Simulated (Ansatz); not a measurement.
**AlH₄F (built from SMILES F.[AlH3]): single points off equilibrium**

The atoms stand at a displaced guess of a reacting structure. How far do the functionals agree with CCSD(T) there?

Program: Ansatz 0.2.0, Gaussian basis. Level of theory: single points in def2-TZVPP. These are calculated values, not measurements.

Cores are frozen in the correlated methods.

**1. The system as given**

6 atoms, charge 0, spin multiplicity 1.

Atoms are counted from 1 here; the program's logs count them from 0.

Bond lengths: Al1–H3 1.537 Å, Al1–H4 1.555 Å, Al1–H5 1.888 Å, Al1–F6 2.152 Å. Angles: H3–Al1–H4 125.7°, H3–Al1–H5 118.5°, H3–Al1–F6 116.9°, H4–Al1–H5 115.7°, H4–Al1–F6 108.7°, H5–Al1–F6 35.5°.

Coordinates:

```xyz
6
AlFH4
Al   -0.25950   -0.59410    0.17670
H     1.24890    0.53350   -0.57160
H    -0.90930   -1.53870   -0.84640
H    -0.09670   -0.87650    1.69730
H     0.51530    1.01180   -0.44390
F    -0.58550    1.51510   -0.10250
```

**2. CCSD(T)/def2-TZVPP**

Contents of run/in.yaml:

```yaml
crystal:
  periodic: [false, false, false]
  atoms:
    - {symbol: Al, position_ang: [-0.259500, -0.594100, 0.176700]}
    - {symbol: H, position_ang: [1.248900, 0.533500, -0.571600]}
    - {symbol: H, position_ang: [-0.909300, -1.538700, -0.846400]}
    - {symbol: H, position_ang: [-0.096700, -0.876500, 1.697300]}
    - {symbol: H, position_ang: [0.515300, 1.011800, -0.443900]}
    - {symbol: F, position_ang: [-0.585500, 1.515100, -0.102500]}
basis:
  gaussian: {orbitals: def2-TZVPP}
correlation: {method: ccsd_t}
output: {forces: true}
```

The command line of these runs was not kept.

**3. PBE0-D4/def2-TZVPP**

run/in.yaml: that of step 2 with these lines changed.

```diff
@@ -11,3 +11,3 @@
   gaussian: {orbitals: def2-TZVPP}
-correlation: {method: ccsd_t}
-output: {forces: true}
+hamiltonian: {xc: pbe0, dispersion: d4}
+output: {forces: true, orbitals: {seedname: orbitals}}
```

**4. wB97M-V/def2-TZVPP**

run/in.yaml: that of step 3 with these lines changed.

```diff
@@ -11,3 +11,3 @@
   gaussian: {orbitals: def2-TZVPP}
-hamiltonian: {xc: pbe0, dispersion: d4}
-output: {forces: true, orbitals: {seedname: orbitals}}
+hamiltonian: {xc: {name: wB97M-V}}
+output: {forces: true}
```

**5. r2SCAN-D4/def2-TZVPP**

run/in.yaml: that of step 4 with these lines changed.

```diff
@@ -11,3 +11,3 @@
   gaussian: {orbitals: def2-TZVPP}
-hamiltonian: {xc: {name: wB97M-V}}
+hamiltonian: {xc: r2scan, dispersion: d4}
 output: {forces: true}
```

**6. PBE-D4/def2-TZVPP**

run/in.yaml: that of step 5 with these lines changed.

```diff
@@ -11,3 +11,3 @@
   gaussian: {orbitals: def2-TZVPP}
-hamiltonian: {xc: r2scan, dispersion: d4}
+hamiltonian: {xc: pbe, dispersion: d4}
 output: {forces: true}
```

**7. BHLYP-D4/def2-TZVPP**

run/in.yaml: that of step 6 with these lines changed.

```diff
@@ -11,3 +11,3 @@
   gaussian: {orbitals: def2-TZVPP}
-hamiltonian: {xc: pbe, dispersion: d4}
+hamiltonian: {xc: {name: BHLYP}, dispersion: d4}
 output: {forces: true}
```

**8. r2SCANh-D4/def2-TZVPP**

run/in.yaml: that of step 7 with these lines changed.

```diff
@@ -11,3 +11,3 @@
   gaussian: {orbitals: def2-TZVPP}
-hamiltonian: {xc: {name: BHLYP}, dispersion: d4}
+hamiltonian: {xc: {name: r2SCANh}, dispersion: d4}
 output: {forces: true}
```

(Steps that only read results are left out.)

What does the calculation give? Wanted: energy less free atoms, CCSD(T)/def2-TZVPP; RMS force component; RMS force error; HOMO and LUMO, PBE0-D4; T1 diagnostic.

**Answer**, as computed:

```
                                  quantity                                                                                               value
energy less free atoms, CCSD(T)/def2-TZVPP                                                                                      -1444.8 kJ/mol
                       RMS force component                                                                0.809 to 0.882 eV/Å over the methods
                           RMS force error  PBE0-D4 0.111, wB97M-V 0.087, r2SCAN-D4 0.092, PBE-D4 0.199, BHLYP-D4 0.075, r2SCANh-D4 0.074 eV/Å
                    HOMO and LUMO, PBE0-D4                                                                                  -9.14 and -1.51 eV
                             T1 diagnostic                                                                                               0.014
```

In words: Against CCSD(T) the functionals' energies less atoms differ by -35.4 to +20.4 kJ/mol, PBE-D4 by -25.2 kJ/mol. CCSD(T) in triple zeta still lacks some correlation energy of the bonds, so part of these gaps is its own basis error and they don't rank the functionals. On forces the order runs from r2SCANh-D4 to PBE-D4. Frozen-core CCSD(T) forces in triple zeta carry basis errors of their own, and this is one geometry, so small gaps rank nothing.
